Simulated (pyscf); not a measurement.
Single points on ωB97X-D3(BJ)/def2-SVP structures (PySCF, gas phase).

Task: H₃C–CH•–F + hydrogen fluoride (HF) → H₃C–CH(F)–F + H atom (H•)
Surface: doublet. Broken: C–H, F–H. Formed: C–F, C–H. Give ΔE‡ and ΔE from ωB97M-D3(BJ)/def2-TZVP, relative to the separated reactants.

Result: ΔE‡ = 2.55 eV, ΔE = +0.61 eV. Zero-point energy shifts the barrier by -0.01 eV. It is a concerted two-bond exchange, with an imaginary mode of 1354i cm⁻¹. On the reactant side the descent ends in a complex, 0.19 eV under the separated species and 2.76 eV under the saddle at ωB97X-D3(BJ)/def2-TZVP. The same reactants have a lower exit, to H₂C=CH–F + H• + HF (no saddle counted: cutting one bond, which may have a small barrier of its own, costs +1.79 eV at ωB97M-D3(BJ), against +2.55 eV here). Another saddle between the same species, by other bonds, lies lower (2.10 eV against 2.55 eV at ωB97M-D3(BJ)).
